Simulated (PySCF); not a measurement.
Compound: C₅H₅Cl.
SMILES: `CC1=CC/1=C\Cl`

Computed with PySCF at B3LYP/def2-SVPD, non-relativistic, on one gas-phase PBE0-D3(BJ)/def2-SVP geometry that isn't relaxed in the solvent. The solvent is an IEF-PCM continuum (Bondi radii, 1.10 Å for H, scaled by 1.2), and excitations are vertical TDDFT with non-equilibrium linear response and a frozen core. Specific hydrogen bonds and non-electrostatic terms are outside this model.

Gas-phase singlets (H = HOMO, L = LUMO):

```csv
state,E (eV),λ (nm),f,leading configurations
S1,3.997,310,0.018,H→L 99%
S2,4.968,250,0.000,H→L+1 97%
S3,5.273,235,0.003,H→L+2 93%
S4,5.982,207,0.003,H→L+4 92%
S5,6.107,203,0.002,H→L+5 95%
```

Task: How does the list change in tetrahydrofuran (ε = 7.426)?

Result: 
```
state  E (eV)  λ (nm)      f  leading configurations  change by rank (eV)
   S1   4.330     286  0.027                 H→L 99%               +0.333
   S2   5.180     239  0.003    H→L+2 83%, H→L+1 13%               +0.212
   S3   5.309     234  0.000    H→L+1 83%, H→L+2 14%               +0.036
   S4   6.147     202  0.000               H→L+4 95%               +0.165
   S5   6.311     196  0.009               H→L+5 93%               +0.204
```

Task: Give the list for acetone (ε = 20.49), n² = 1.85.

Result: 
```tsv
state	E (eV)	λ (nm)	f	leading configurations	change by rank (eV)
S1	4.383	283	0.027	H→L 99%	+0.386
S2	5.171	240	0.003	H→L+2 87%, H→L+1 9%	+0.203
S3	5.338	232	0.000	H→L+1 87%, H→L+2 10%	+0.065
S4	6.170	201	0.000	H→L+4 95%	+0.188
S5	6.337	196	0.009	H→L+5 92%	+0.230
```

Task: The ground-state energy changes by -0.220 eV from gas to acetone. By how much does the total energy of gas-phase S1 change?

Result: E(S1) = E(S0) + excitation energy, so it changes by -0.220 + 0.386 = +0.166 eV: it isn't lowered at all, while the ground state is. This is the vertical state, with the slow part of the continuum still set for S0.

Task: How do the frontier levels move from gas to acetone?

Result: 
| orbital | gas (eV) | solvent (eV) | change (eV) |
| --- | --- | --- | --- |
| LUMO+2 | 0.73 | 0.53 | -0.20 |
| LUMO+1 | 0.15 | 0.50 | +0.35 |
| LUMO | -0.80 | -0.54 | +0.26 |
| HOMO | -5.62 | -5.74 | -0.12 |
| HOMO-1 | -8.03 | -8.46 | -0.43 |
| HOMO-2 | -8.84 | -8.75 | +0.09 |
| HOMO-3 | -8.92 | -9.22 | -0.30 |

The HOMO–LUMO gap goes from 4.81 to 5.20 eV. Rows go by rank; for LUMO+1 and LUMO+2 the atom shares or the degeneracy differ between the runs, so the row needn't follow one orbital.
